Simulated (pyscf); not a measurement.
Thermochemistry of product channels of F–W(F)(F)(F)(F)–SH + H• on the doublet surface, in eV, from ωB97M-D3(BJ)/def2-TZVP energies (ideal gas, 1 atm, RRHO with modes under 100 cm⁻¹ raised to 100, one conformer, R ln 2 for chiral ones without a mode under 150 cm⁻¹). Optimised with ωB97X-D3(BJ)/def2-SVP in PySCF.

| products | ΔE | ΔH(298 K) | ΔG(298 K) | ΔG(600 K) |
|---|---|---|---|---|
| [F–W(F)(F)(F)(F)–S]• + H₂ | -0.66 | -0.62 | -0.67 | [?] |
| H₂S + [F–W(F)(F)(F)–F]• | -1.81 | -1.70 | -1.91 | [?] |

Some entries are withheld; supply them.


- [F–W(F)(F)(F)(F)–S]• + H₂, ΔG(600 K): -0.71
- H₂S + [F–W(F)(F)(F)–F]•, ΔG(600 K): -2.09

These are energies of the channels, which say nothing of barriers. Open-shell species with a d-block atom are single-reference here; other states, and whether the spin sits on metal or ligand, were not checked. Elements past Kr carry the def2 core potentials, without spin-orbit coupling.
